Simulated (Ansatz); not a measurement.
**CHAl (singlet): the correlation ladder, cc-pVTZ**

An exercise on one series of results from a longer session: the logs are not shown, and one member is left open.

Program: Ansatz 0.2.0, Gaussian basis. Level of theory: cc-pVTZ, core rule «outside noble gas», up to 6 orbitals frozen. These are calculated values, not measurements.

The runs, in order: UHF; CCSD(T) on RHF; CCSD(T) on UHF; BCCD(T) on RHF; CCSDT(Q) on RHF; CCSDT(Q) on UHF.

9 further runs of the same task are left out: 5 for a known fault of the program, 4 set aside as unsound or not needed.

### The system

The geometry is a PBE0/def2-TZVP stationary point (not a proven minimum) of the parent state, kept for this charge and spin.

3 atoms, charge 0, spin multiplicity 1.

Atoms are counted from 1 here; the program's logs count them from 0.

Bond lengths: Al1–C2 1.916 Å, Al1–H3 1.601 Å. Angles: C2–Al1–H3 180.0°.

Set-up of the first run:

in.yaml reads:

```yaml
crystal:
  periodic: [false, false, false]
  atoms:
    - {symbol: Al, position_ang: [0.000000, 0.000000, 0.105100]}
    - {symbol: C, position_ang: [0.000000, 0.000000, -1.811100]}
    - {symbol: H, position_ang: [0.000000, 0.000000, 1.706000]}
basis:
  gaussian: {orbitals: cc-pVTZ}
magnetization: {spin_polarized: true, initial_magnetization: 0}
hamiltonian: {xc: hf}
output: {orbitals: {seedname: orbitals}}
```

Command:

```console
ansatz run in.yaml --threads 1 --pin off --events-out ev --progress --plain --max-ram 4096MiB --backend cpu
```

Among the steps run: UHF; CCSD(T) on RHF; CCSD(T) on UHF; BCCD(T) on RHF; CCSDT(Q) on RHF; CCSDT(Q) on UHF.

One of the session's tables, all rows but one given; the rest of the session is left out.

It belongs to the step «Misses and costs». 

```
   method  from RCCSDT(Q) (meV)
      RHF               +6766.3
      UHF               +5579.6
     RMP2               +1416.9
     UMP2                +766.4
    RCCSD                     ?
    UCCSD                 -50.0
 RCCSD(T)                +196.4
 UCCSD(T)                -394.0
  BCCD(T)                +200.8
   RCCSDT                +102.6
   UCCSDT                -626.2
RCCSDT(Q)                     0
UCCSDT(Q)                -749.8
```

Estimate the missing values for RCCSD.

As computed: from RCCSDT(Q) (meV): +559.6. In the column «from RCCSDT(Q) (meV)» it lies between BCCD(T) (+200.8) and UMP2 (+766.4).

The program flags UCCSD(T), UCCSDT(Q) as in doubt (see the logs), so those rows may rest on another solution; read them beside their warnings.

Limits of these values: The determinant is far from a pure spin state, so its energy mixes those of several spin states (harmless only where they are near-degenerate, as at dissociation). The program flags UCCSD(T), UCCSDT(Q) as in doubt, so those rows may rest on another solution; read them beside their warnings. Warnings: restricted reference is unstable; spin contamination; large T1 diagnostic. Restricted and unrestricted rows rest on different reference determinants; where their highest levels disagree by more than a few hundredths of an eV, they describe different states and don't form one ladder.
